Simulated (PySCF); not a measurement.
Below is a simulated gas-phase C 1s photoelectron spectrum of `F/C=C/[C@H]1C=N1`.

Every computed line was given a Gaussian of 0.4 eV full width at half maximum and an area set by the number of equivalent atoms; the highest printed point is 100. Theory: delta-SCF UKS SCAN, pcX-2 on the ionised atom, pcseg-1 elsewhere, spin-free X2C in PySCF.

binding energy (eV), intensity and a bar:
```
    290.2          0 
    290.3          1 
    290.4          3 #
    290.5         11 ###
    290.6         26 ########
    290.7         43 #############
    290.8         51 ###############
    290.9         43 #############
    291.0         25 ########
    291.1         11 ###
    291.2          3 #
    291.3          1 
    291.4          0 
    291.5          0 
    291.6          0 
    291.7          0 
    291.8          3 #
    291.9          9 ###
    292.0         24 #######
    292.1         47 ##############
    292.2         71 #####################
    292.3         89 ###########################
    292.4         99 ##############################
    292.5        100 ##############################
    292.6         89 ###########################
    292.7         65 ####################
    292.8         38 ###########
    292.9         16 #####
    293.0          5 ##
    293.1          1 
    293.2          0
```

Count the maxima, the lines and the sites behind this envelope.

The curve has 2 maxima (at 290.8 and 292.5 eV). Under it lie 4 lines from 4 inequivalent carbon sites. At this width some lines have no maximum of their own.

Decompose the envelope and assign each component. Numbering: `[F:1]/[CH:2]=[CH:3]/[C@H:4]1[CH:5]=[N:6]1`.

| position (eV) | relative area | line | atoms | environment |
| --- | --- | --- | --- | --- |
| 290.80 | 1 | C 1s | C3 | alkene CH carbon |
| 292.22 | 1 | C 1s | C4 | sp3 carbon bound to nitrogen |
| 292.45 | 1 | C 1s | C5 | C=N carbon |
| 292.63 | 1 | C 1s | C2 | vinylic C–F carbon |

Lowest listed C 1s: C3, bonded to C (double bond), C and H. Highest, 1.83 eV above it: C2, bonded to F, C (double bond) and H. The widest gap between neighbouring values is 1.42 eV, between 290.80 and 292.22 eV. Summing the Pauling electronegativity differences to the bonded atoms, each weighted by its formal bond order, gives -0.35 for the lowest site and +1.08 for the highest; no listed site has a larger sum than the highest.

Shake-up satellites, vibrational structure and lifetime widths aren't simulated. The unrestricted hole states depart most from a pure doublet (⟨S²⟩ = 0.75; over 0.85 named) for C 1s of C5 (0.86), which makes this value less certain. Isolated species at its PBE0-D3(BJ)/def2-SVP geometry (one conformer only).

Shape of the structure used: `[F:1]/[CH:2]=[CH:3]/[C@H:4]1[CH:5]=[N:6]1`: C2–C3–C4–C5 -43°.
